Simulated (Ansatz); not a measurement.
**CCSD(T) against full CI for several species**

Each species is computed at the geometry given (Å), with frozen cores, in Ansatz 0.2.0: RHF-CCSD(T) for singlets, UHF-CCSD(T) otherwise, and full CI in the same basis. The program picks the determinant by trial CCSD, so it needn't be the lowest Hartree–Fock solution. States: BH2⁺ Σ⁺ or Δ, H2Al–C A2, HAl–NH⁺ A'', AlP Π. Cases whose determinant has another symmetry than full CI's state, or whose (Q) step broke down, weren't drawn.

Question: Judging by size, spin and bonding, rank them by the size of CCSD(T)'s error in total energy against full CI in the same basis, smallest first (an estimate).
A. HAl–NH⁺, quartet, 6-31G: Al 0.000 -0.085 0.621; N 0.000 0.036 -1.144; H 0.000 1.350 1.354; H 0.000 0.427 -2.073
B. BH₂⁺, singlet, cc-pVQZ: B 0.000 0.000 -0.073; H 0.000 0.000 -1.034; H 0.000 0.000 1.106
C. H$_{2}$Al–C, quartet, 6-31G: Al 0.000 0.000 0.541; C 0.000 0.000 -1.429; H 0.000 1.405 1.271; H 0.000 -1.405 1.271
D. AlP, triplet, cc-pVDZ: Al 0.000 0.000 0.000; P 0.000 0.000 2.073

Answer: B (5.9 meV), A (15.6 meV), C (20.3 meV), D (61.2 meV).

```tsv
species	basis	correlated electrons	CCSD(T) − full CI (meV)	CCSDT(Q) − full CI (meV)	unpaired electrons (full CI)	T1	⟨S²⟩ of the determinant
BH2⁺, singlet	cc-pVQZ	4	5.9	0.1	0.02	0.006	0.00
HAl–NH⁺, quartet	6-31G	9	15.6	-0.9	3.02	0.020	3.77
H2Al–C, quartet	6-31G	9	20.3	-0.5	3.03	0.020	3.75
AlP, triplet	cc-pVDZ	8	61.2	-2.0	2.13	0.031	2.04
```

Unpaired electrons are Σ n²(2−n)² over natural occupations; an open shell counts its own unpaired electrons too. Frozen cores follow each run's orbitals, which moves totals by a few meV.
